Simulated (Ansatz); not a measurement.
**Worked example: building the atomization energy of CH2, singlet**

Measured: the G2/97 heats of formation, with zero-point and thermal terms from B3LYP taken off, give an electronic atomization energy of 180.8 kcal/mol (Curtiss et al., J. Chem. Phys. 106, 1063 (1997); Staroverov et al., J. Chem. Phys. 119, 12129 (2003)). The calculation below tries to reproduce it.

Geometry (MP2(full)/6-31G*, from the G2/97 set):

```xyz
3

C     0.0000    0.0000    0.1002
H     0.0000    0.8622   -0.5971
H     0.0000   -0.8622   -0.5971
```

Atomization energies (atoms less molecule, kcal/mol) from Ansatz 0.2.0, frozen cores, restricted molecule, unrestricted atoms (their steps beyond CCSDT(Q) from restricted open-shell runs), sets cc-pVDZ, cc-pVTZ, cc-pVQZ:

```json
{"level": "HF", "DZ": "122.98", "TZ": "126.21", "QZ": "126.68"}
{"level": "CCSD(T)", "DZ": "165.16", "TZ": "176.33", "QZ": "179.14"}
{"level": "CCSDT", "DZ": "165.41", "TZ": "176.55", "QZ": "179.34"}
{"level": "CCSDT(Q)", "DZ": "165.49", "TZ": "176.64", "QZ": "179.45"}
{"level": "CCSDTQ", "DZ": "165.52", "TZ": "176.68", "QZ": "–"}
{"level": "full CI", "DZ": "165.53", "TZ": "176.68", "QZ": "–"}
```

Problem. Extrapolate Hartree–Fock with exp(−5.46 √X) and the CCSD(T) correlation part with X⁻³ (X = 3, 4), add each higher step from the largest set that has it, and compare with the measured value.

Solution. Hartree–Fock: 126.68 + (126.68 − 126.21) × 0.301 = 126.82.
Correlation: TZ 50.12, QZ 52.46; (64 × 52.46 − 27 × 50.12) / 37 = 54.17.
Full triples (QZ): 179.34 − 179.14 = 0.20.
(Q) (QZ): 179.45 − 179.34 = 0.11.
Full quadruples (TZ): 176.68 − 176.64 = 0.04.
Full CI (TZ): 176.68 − 176.68 = 0.00.
Sum: 181.3 kcal/mol, 0.5 above the measured 180.8.

The steps beyond CCSD(T) add 0.35 kcal/mol, while going from QZ to the limit adds 1.85. Core correlation, scalar relativity, spin–orbit terms and the relaxation from this MP2 geometry are missing from the sum, and the measured value has its own uncertainty.
